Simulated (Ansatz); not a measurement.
**Germanium, diamond: convergence with the k-point mesh**

Computed with Ansatz, r²SCAN, scalar-relativistic PAW, on the relaxed cell (a = 5.672 Å; spin not included). Errors count from a run at 500 eV on a Γ-centred 9×9×9 mesh with Fermi-Dirac smearing of 0.05 eV, extrapolated to zero width. Fixed here: cutoff 500 eV, Fermi-Dirac width 0.05 eV. The SCF starts from atomic densities corrected by a trained network.

```csv
k-mesh,E(σ→0) error (meV/atom),P (GPa),SCF iterations
2×2×2,1459.9,5.63,6
3×3×3,369.6,0.98,6
4×4×4,119.5,0.16,6
5×5×5,44.1,0.00,6
6×6×6,17.4,0.00,6
8×8×8,2.2,0.06,6
10×10×10,-1.1,0.10,6
14×14×14,-2.3,0.13,6
```

Within 5 meV/atom of the last row: from 8×8×8 on.
